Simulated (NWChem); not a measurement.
CS; SMILES [S+]#[C-]

Program: NWChem. Pople sets run with spherical d functions. Each level has its own optimisation. Entropies are gas-phase, rigid-rotor, harmonic values for NWChem's default masses at 298.15 K and 1 bar, so the errors hold that model's part too (torsions, anharmonicity).

Measured entropy at 1 bar: 50.3 cal/(mol K) (CRC Handbook, as tabulated in the package chemicals).

```csv
level,entropy at 1 bar (cal/(mol K)),computed − measured
Hartree-Fock/3-21G,50.4,+0.1
B3LYP/6-31G*,50.3,0.0
Hartree-Fock/6-31G*,50.2,-0.1
PBE0-D3(BJ)/def2-TZVP,50.3,0.0
```
